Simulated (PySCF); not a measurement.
Molecule: SMILES FC(F)CS, C2H4F2S.

Molfile (atoms numbered from 1):
```
C2H4F2S
     RDKit          3D

  9  8  0  0  0  0  0  0  0  0999 V2000
   -1.3184    1.0195   -0.2211 F   0  0  0  0  0  0  0  0  0  0  0  0
   -0.8987   -0.2241    0.1152 C   0  0  0  0  0  0  0  0  0  0  0  0
   -1.0921   -0.3841    1.4358 F   0  0  0  0  0  0  0  0  0  0  0  0
    0.5557   -0.3934   -0.2523 C   0  0  0  0  0  0  0  0  0  0  0  0
    1.6679    0.7783    0.5674 S   0  0  0  0  0  0  0  0  0  0  0  0
   -1.5376   -0.9514   -0.4196 H   0  0  0  0  0  0  0  0  0  0  0  0
    0.6559   -0.3344   -1.3468 H   0  0  0  0  0  0  0  0  0  0  0  0
    0.8848   -1.3960    0.0576 H   0  0  0  0  0  0  0  0  0  0  0  0
    1.0825    1.8856    0.0639 H   0  0  0  0  0  0  0  0  0  0  0  0
  1  2  1  0
  2  3  1  0
  2  4  1  0
  4  5  1  0
  2  6  1  0
  4  7  1  0
  4  8  1  0
  5  9  1  0
M  END
```

Geometry PBE0-D3(BJ)/def2-SVP throughout; GIAO in PySCF, gas phase, one conformer, non-relativistic; equivalent atoms averaged; functional PBE0.

For orientation, def2-SVP gives these absolute shieldings σ: F1/F3 334.0, C2 82.9, C4 162.0, S5 700.9, H6 25.85, H7/H8 29.06, H9 29.91 ppm.

A run gave: F1/F3 330.3, C2 86.2, C4 162.4, S5 696.8, H6 25.70, H7/H8 28.96, H9 29.72 ppm (absolute shieldings σ).

**Question.** Which basis set was used in that run?
A. 6-311+G(2d,p)
B. pcSseg-1
C. pcSseg-2
D. cc-pVDZ
E. pcSseg-0

**Answer.** D. C2 tells them apart best: cc-pVDZ gives 86.2, 6-311+G(2d,p) gives 73.6, pcSseg-2 gives 65.7, pcSseg-0 gives 68.6, pcSseg-1 gives 69.9 ppm.
